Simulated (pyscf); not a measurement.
Multi-bond step: HO–SiH: [singlet] + HF → O=Si: [singlet] + H₂ + HF

Gas phase, singlet surface, charge 0. Bonds broken: O1–H6, Si2–H4, H3–F5. Bonds formed: H3–H4, F5–H6. Single points on ωB97X-D3(BJ)/def2-SVP structures (PySCF, gas phase).

Transition state (Å):

```xyz
6

O      1.0096     0.8459     0.8324
Si     1.0453     1.5153    -0.5937
H     -0.3489    -0.2888    -0.6434
H     -0.1584     0.2709    -1.3545
F     -0.4461    -0.9159     0.5030
H      0.2916    -0.1077     0.8637
```

One imaginary mode, 1443i cm⁻¹; descent along it reached the two sides named, in the forms told below.

```json
[
 {"bond": "O1–H6", "change": "breaks", "reactant side (Å)": "0.973", "saddle": "1.194", "product side": "1.664"},
 {"bond": "Si2–H4", "change": "breaks", "reactant side (Å)": "1.580", "saddle": "1.891", "product side": "3.5"},
 {"bond": "H3–F5", "change": "breaks", "reactant side (Å)": "0.940", "saddle": "1.310", "product side": "2.266"},
 {"bond": "H3–H4", "change": "forms", "reactant side (Å)": "1.620", "saddle": "0.925", "product side": "0.762"},
 {"bond": "F5–H6", "change": "forms", "reactant side (Å)": "1.847", "saddle": "1.152", "product side": "0.943"}
]
```

Electronic energies relative to the separated reactants (kJ/mol):

```csv
level,barrier,reaction energy,reverse barrier
ωB97X-D3(BJ)/def2-TZVP,65.3,+31.6,33.7
PBE/def2-TZVP,21.2,+15.6,5.6
r²SCAN/def2-TZVP,32.6,+19.4,13.2
B3LYP-D3(BJ)/def2-TZVP,46.9,+19.1,27.7
PBE0-D3(BJ)/def2-TZVP,49.8,+37.7,12.1
M06-2X/def2-TZVP,61.7,+26.4,35.3
ωB97M-D3(BJ)/def2-TZVP,60.7,+22.3,38.4
HF/def2-TZVP,159.6,+50.8,108.7
```

With ωB97M-D3(BJ)/def2-TZVP energies and thermal terms (ideal gas, 1 atm, RRHO with modes under 100 cm⁻¹ raised to 100, one conformer, R ln 2 for chiral ones without a mode under 150 cm⁻¹), in kJ/mol:

```
T (K)   ΔH‡    ΔG‡     ΔH      ΔG
-----  ----  -----  -----  ------
298    49.5   90.8   +8.4   -21.4
600    46.7  134.1  +10.7   -52.7
900    47.3  177.8  +10.7   -84.4
1200   49.4  220.9   +9.6  -116.0
```

On the reactant side the descent ends in a complex, 28.0 kJ/mol under the separated species and 93.3 kJ/mol under the saddle at ωB97X-D3(BJ)/def2-TZVP. On the product side the descent ends in a bound adduct, 50.0 kJ/mol under the separated species and 83.7 kJ/mol under the saddle at ωB97X-D3(BJ)/def2-TZVP. The same reactants have a lower exit, to HO–Si:–F [singlet] + H₂ (barrier +7.7 kJ/mol at ωB97M-D3(BJ)/def2-TZVP, against +60.7 kJ/mol here). This is the saddle that the search found; another between the same sides may lie lower.
